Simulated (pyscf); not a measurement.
Structures and frequencies: ωB97X-D3(BJ)/def2-SVP in PySCF.

Question: For F–Si(F)(O–SiH₃)–O–SiH₃ + HO–SiH₃ -> F–Si(O–SiH₃)(O–SiH₃)–O–SiH₃ + HF, a four-centre exchange (singlet surface; F–Si, H–O broken, O–Si, F–H formed), PBE/def2-TZVP gives ΔE‡ = 22.1 kcal/mol and ΔE = +7.2 kcal/mol (zero: the separated reactants). In which direction and how far do B3LYP-D3(BJ)/def2-TZVP, M06-2X/def2-TZVP, ωB97M-D3(BJ)/def2-TZVP move these?

Answer: B3LYP-D3(BJ): ΔE‡ = 23.1 kcal/mol, ΔE = +4.8 kcal/mol; M06-2X: ΔE‡ = 21.5 kcal/mol, ΔE = +4.9 kcal/mol; ωB97M-D3(BJ): ΔE‡ = 22.6 kcal/mol, ΔE = +5.3 kcal/mol. PBE's barrier lies among them. Its reaction energy lies over all of them, by 1.9 to 2.4 kcal/mol. On the reactant side the descent ends in an adduct with a O–Si contact (not fully relaxed), 0.4 kcal/mol over the separated species and 20.0 kcal/mol under the saddle at ωB97X-D3(BJ)/def2-TZVP. On the product side the descent ends in a complex, 6.8 kcal/mol under the separated species and 24.3 kcal/mol under the saddle at ωB97X-D3(BJ)/def2-TZVP. What is counted as formed (O–Si) is already present as a longer contact in the reactant adduct; forming that adduct is a step of its own. At ωB97X-D3(BJ) the barrier from the zero used here is 20.4 kcal/mol. One saddle was located; it need not be the lowest between these sides.
